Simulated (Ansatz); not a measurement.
Input file:

```yaml
crystal:
  periodic: [false, false, false]
  atoms:
    - {symbol: Ge, position_ang: [0.000000, 0.000000, 0.000000]}
    - {symbol: O, position_ang: [0.000000, 0.000000, 2.423400]}
basis:
  gaussian: {orbitals: def2-SVPD, point_charges: [{charge: -1.00, position_ang: [3.441, 0.878, 0.645]}]}
total_charge: 1
magnetization: {spin_polarized: false, initial_magnetization: 1}
correlation: {method: mp2, electrons: outside_noble_gas}
output: {forces: true}
```

```sh
$ ansatz run in.yaml --threads 1 --pin off --events-out ev --progress --plain --max-ram 2393MiB
```

Output:

```
590 factors; integrals over basis functions are off by at most 6.3e-4 eV
mean field evaluation 1: about -58459.8629 eV, gradient 9.3e1 eV
mean field evaluation 2: about -58459.8993 eV, gradient 9.2e1 eV
mean field evaluation 4: about -58476.7839 eV, gradient 5.8e1 eV
mean field evaluation 8: about -58492.7359 eV, gradient 6.2e-1 eV
mean field evaluation 16: about -58492.7878 eV, gradient 2.4e-1 eV
mean field evaluation 32: about -58494.1830 eV, gradient 5.7e0 eV
mean field evaluation 64: about -58485.4432 eV, gradient 1.4e1 eV
mean field evaluation 96: about -58494.4573 eV, gradient 5.8e-2 eV
mean field evaluation 128: about -58481.0322 eV, gradient 1.6e1 eV
mean field evaluation 160: about -58494.3304 eV, gradient 1.1e0 eV
mean field evaluation 192: about -58491.2404 eV, gradient 4.2e-2 eV
mean field evaluation 224: about -58494.4551 eV, gradient 2.1e-1 eV
mean field -58494.45748964 eV, -2149.6316637769 hartree, gradient 3.8e-6 eV, S^2 0.750000; 12 other end points of the search recorded, 0 dependent functions left out
unrestricted determinant -58495.77549312 eV, -2149.6800995114 hartree, S^2 1.7413
15 core orbitals not correlated: weight in the atoms' cores, before any rotation towards them, 1.000 or more for the frozen orbitals, at most 0.000 for the correlated occupied ones
reference -58494.45748964 eV, -2149.6316637769 hartree; 5, 4 occupied and 41, 42 virtual orbitals, 590 factors
second order -6.00492442 eV of doubles, -0.08345271 eV of singles
the calculation of the forces begins
mean field evaluation 256: about -58494.4575 eV, gradient 3.8e-6 eV
Total energy: -58500.54586677 eV, -2149.8554075097 hartree
Atom 0 at     0.000000     0.000000     0.000000 Å, force     1.505170     0.384057     4.478487 eV/Å
Atom 1 at     0.000000     0.000000     2.423400 Å, force    -0.183643    -0.046858    -4.101438 eV/Å
Dipole moment:     0.202458     0.051659    -1.042779 e Å
```

Forces (eV/Å):
```
Ge   1.505  0.384  4.478
O   -0.184 -0.047 -4.101
```

Ran on 1 thread of Arm Neoverse V2, shared host: 4.9 s wall, 0.21 GiB peak host memory.
